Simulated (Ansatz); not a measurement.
Reaction (formal exchange of groups at a C–C bond): `COCCC#N` + `C=CF` → `N#C/C=C/F` + `CCOC`

Gas-phase electronic energies from Ansatz, PBE0-D4/def2-TZVP geometries. CCSD(T)/CBS adds triple-zeta CCSD(T) − MP2 to the extrapolated MP2 energy (def2 sets, frozen cores). DFT in def2-TZVPP. B3LYP here is the variant with VWN-RPA as its local correlation; programs differ in this. One conformer a species, not always the lowest.

```csv
level,ΔE (kJ/mol),difference from CCSD(T)/CBS
PBE-D4,-16.4,-9.5
r2SCAN-D4,-15.9,-9.0
PBE0-D4,-12.8,-5.9
B3LYP-D4,-12.7,-5.8
ωB97X-V,-7.1,-0.2
ωB97M-V,-6.8,0.1
B2PLYP,-13.1,-6.2
PBE,-18.6,-11.7
r2SCAN,-16.7,-9.8
PBE0,-14.9,-8.0
B3LYP,-16.1,-9.2
HF/def2-TZVPP,-7.2,-0.3
MP2/def2-TZVPP,-9.6,-2.7
SCS-MP2/def2-TZVPP,-9.0,-2.1
CCSD/def2-TZVPP,-6.0,0.9
CCSD(T)/def2-TZVPP,-7.4,-0.5
HF/def2-QZVPP,-7.3,-0.4
MP2/def2-QZVPP,-9.4,-2.5
SCS-MP2/def2-QZVPP,-8.7,-1.8
HF/CBS(def2),-7.3,-0.4
MP2/CBS(def2),-9.1,-2.2
CCSD/CBS(def2),-5.5,1.4
CCSD(T)/CBS,-6.9,0
```

Largest T1 diagnostic among the species: 0.014.

From PBE to PBE0 (25 % exact exchange), in def2-TZVPP and without D4, ΔE moves by +3.7 kJ/mol. The D4 term adds +3.4 kJ/mol with B3LYP and +2.1 kJ/mol with PBE0; it sums over pairs of atoms, weighted by their polarisabilities, and B3LYP, whose exchange is more repulsive, gets the larger term.
